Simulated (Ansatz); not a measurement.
A nudged elastic band was laid between two geometries of CH5B + FH (9 atoms, charge 0, multiplicity 1).

These are results of RKS PBE-D4/def2-mTZVP in Ansatz 0.2.0, not measurements.

```
movable images  : 5
climbing image  : yes
spring          : 5.0 eV/Å²
optimiser       : quadratic models (default)
start path      : through a guess of the saddle point
force threshold : 0.05 eV/Å
iteration limit : 60
end points      : relaxed
```

First end point:

```xyz
9
Properties=species:S:1:pos:R:3
B 0.021 0.087 0.282
C 0.040 0.238 1.845
H -0.894 -0.031 2.366
H 0.897 -0.231 2.355
H 0.159 1.326 2.029
H 1.055 0.047 -0.329
H -0.999 0.272 -0.327
F -0.244 -2.143 0.304
H -0.391 -2.182 1.235
```

Last end point:

```xyz
9
Properties=species:S:1:pos:R:3
B -0.045 -0.436 -0.785
C -0.032 -0.133 2.582
H -0.911 0.130 3.182
H 0.860 -0.146 3.220
H 0.103 0.619 1.793
H 1.072 0.011 -0.792
H -1.048 0.227 -0.792
F -0.180 -1.762 -0.789
H -0.177 -1.127 2.141
```

What changes between the two ends?

Bonds broken: B1–C2, F8–H9. Bonds formed: B1–F8, C2–H9. CH5B + FH becomes BFH2 + CH4.

Give the energies along the band, and the barrier.

It converged. The highest image is number 2 of 0 to 6, 11.0 kcal/mol above the first end and 46.1 kcal/mol above the last; the last end lies 35.1 kcal/mol below the first. A vibrational analysis at the climbing image gives one clearly imaginary mode, 995i cm⁻¹: a first-order saddle point. The orbitals stay closed-shell, which can raise the energy where a bond breaks towards radicals; this wasn't checked here.

```
image  path coordinate (Å)  energy (kcal/mol)  B1–C2 (Å)  F8–H9 (Å)  B1–F8 (Å)
    0                 0.00                0.0       1.57       0.94       2.25
    1                 0.59                2.4       1.59       0.96       2.02
    2                 1.18               11.0       1.71       1.15       1.68
    3                 1.83              -16.6       2.12       1.70       1.41
    4                 2.47              -31.5       2.62       2.17       1.35
    5                 3.12              -34.7       3.03       2.60       1.34
    6                 3.76              -35.1       3.38       3.00       1.33
```

What is the geometry of the highest image?


```xyz
9
Properties=species:S:1:pos:R:3:forces:R:3
B -0.026 -0.219 0.202 0.01 0.00 0.00
C -0.024 -0.025 1.902 0.01 0.00 -0.01
H -0.969 -0.107 2.455 0.00 0.00 0.00
H 0.815 -0.381 2.519 0.00 0.00 0.00
H 0.160 1.057 1.778 -0.01 0.00 0.00
H 1.052 -0.004 -0.272 0.00 0.00 0.00
H -1.022 0.234 -0.284 0.00 0.00 0.00
F -0.209 -1.884 0.239 0.00 0.00 0.00
H -0.134 -1.289 1.221 -0.01 0.01 0.00
```

What are the harmonic wavenumbers there?

995i, 160, 480, 547, 612, 697, 753, 860, 886, 1044, 1113, 1171, 1302, 1442, 1450, 1929, 2543, 2633, 2965, 3019, 3060 cm⁻¹.

The run took 2.7 min on 1 thread of Arm Neoverse V1, on a shared host, peak memory 0.14 GiB.
